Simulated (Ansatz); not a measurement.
# AlC2 (doublet): the correlation ladder at distance C1–Al2 = 2.634 Å, cc-pVDZ

An exercise on one series of results from a longer session: the logs are not shown, and one member is left open.

Program: Ansatz 0.2.0, Gaussian basis. Level of theory: cc-pVDZ, core rule «outside noble gas», up to 7 orbitals frozen. These are calculated values, not measurements.

The runs, in order: UHF; CCSD(T) on ROHF; CCSD(T) on UHF; BCCD(T) on ROHF; CISD; CCSDT(Q) on UHF; CASSCF and MRCISD+Q, 3 electrons in 3 orbitals; CASSCF and NEVPT2, 3 electrons in 3 orbitals; CASSCF and MRCISD+Q, 9 electrons in 9 orbitals; CASSCF and NEVPT4(SD), 9 electrons in 9 orbitals; CASSCF and NEVPT2, 9 electrons in 9 orbitals.

47 further runs of the same task are left out: 18 for a known fault of the program, 1 for a mislabelled method, 20 that didn't finish, 8 set aside as unsound or not needed.

**The geometry**

The geometry derives from a PBE0/def2-TZVP stationary point (not a proven minimum). One bond is set to the value named and the two fragments are kept rigid.

3 atoms, charge 0, spin multiplicity 2.

Atoms are counted from 1 here; the program's logs count them from 0.

Bond lengths: Al2–C3 1.920 Å.

Set-up of the first run:

in.yaml reads:

```yaml
crystal:
  periodic: [false, false, false]
  atoms:
    - {symbol: C, position_ang: [0.000000, 0.000000, 2.396017]}
    - {symbol: Al, position_ang: [0.000000, 0.000000, -0.237983]}
    - {symbol: C, position_ang: [0.000000, 0.000000, -2.158033]}
basis:
  gaussian: {orbitals: cc-pVDZ}
magnetization: {spin_polarized: true, initial_magnetization: 1}
hamiltonian: {xc: hf}
output: {orbitals: {seedname: orbitals}}
```

The run is started by

```sh
$ ansatz run in.yaml --threads 1 --pin off --events-out ev --progress --plain --max-ram 2393MiB
```

Steps of the session up to this table: UHF; CCSD(T) on ROHF; CCSD(T) on UHF; BCCD(T) on ROHF; CISD; CCSDT(Q) on UHF; CASSCF and MRCISD+Q, 3 electrons in 3 orbitals; CASSCF and NEVPT2, 3 electrons in 3 orbitals; CASSCF and MRCISD+Q, 9 electrons in 9 orbitals; CASSCF and NEVPT4(SD), 9 electrons in 9 orbitals; CASSCF and NEVPT2, 9 electrons in 9 orbitals.

One table of the session follows, with a row left open; its other results are not shown here.

| method | from UCCSDT(Q) (meV) |
| --- | --- |
| ROHF | +10260.8 |
| UHF | ? |
| RMP2 | +3763.8 |
| UMP2 | +1823.0 |
| CISD | +3283.4 |
| RCCSD | +2216.2 |
| UCCSD | +421.5 |
| RCCSD(T) | +1672.0 |
| UCCSD(T) | +182.1 |
| BCCD(T) | +1703.5 |
| UCCSDT | +46.9 |
| UCCSDT(Q) | 0 |
| CASSCF frontier | +5539.7 |
| NEVPT2 frontier | +1543.7 |
| NEVPT4(SD) frontier | +380.3 |
| MRCISD frontier | +772.9 |
| MRCISD+Q frontier | +263.0 |

Estimate the missing values for UHF.

**Answer.** from UCCSDT(Q) (meV): +6384.6. In the column «from UCCSDT(Q) (meV)» it lies between CASSCF frontier (+5539.7) and ROHF (+10260.8).

Left out of the table: CASSCF pair, NEVPT2 pair, MRCISD pair, MRCISD+Q pair (the active space lost an orbital or holds another state than full CI finds).

Caveats from the session: The determinant is far from a pure spin state, so its energy mixes those of several spin states (harmless only where they are near-degenerate, as at dissociation). The program flags RCCSD(T), UCCSD(T), BCCD(T), UCCSDT(Q) as in doubt, so the zero of the table is itself unsure. Warnings: spin contamination; large T1 diagnostic. Restricted and unrestricted rows rest on different reference determinants; where their highest levels disagree by more than a few hundredths of an eV, they describe different states and don't form one ladder. Warnings in the runs' records: passed over end.
